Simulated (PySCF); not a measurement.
Gas-phase reaction: H₃SiOH → SiH₂ + H₂O

Energies from PySCF, thermal terms from the rigid-rotor harmonic-oscillator model, ideal gas at 1 bar. † marks an energy on the PBE0/def2-TZVP geometry and frequencies; other levels use their own. CCSD(T) freezes the core. All species are closed-shell singlets. B3LYP is the form with VWN-RPA correlation. H₃SiOH: computed as isolated molecules; such fragments, hydroxides, amides, oligomers or adducts are transient or little studied in the gas. CCSD(T) isn't extrapolated to the basis-set limit; its ΔH°(298 K) is 292.1 kJ in def2-SVP and 306.3 kJ in def2-TZVPP. The harmonic model lacks anharmonicity and excited electronic states, which grow with temperature; levels with a mode under 35 cm⁻¹ are left out. Internal rotation in H₃SiOH is treated as a harmonic vibration of one conformer, which makes the entropy rough.

```csv
level,"ΔE electronic, kJ","ΔH°(298 K), kJ","ΔS°(298 K), J/K","ΔG°(1200 K), kJ"
B3LYP/def2-TZVP†,315,309,138,145
CCSD(T)/def2-SVP†,299,292,138,128
PBE/def2-SVP,316,309,139,145
LDA/def2-TZVP†,347,340,138,176
ωB97X-V/def2-TZVP†,335,329,138,165
```
ΔH° is lowest at CCSD(T)/def2-SVP† and highest at LDA/def2-TZVP†. No reference value is set beside these.
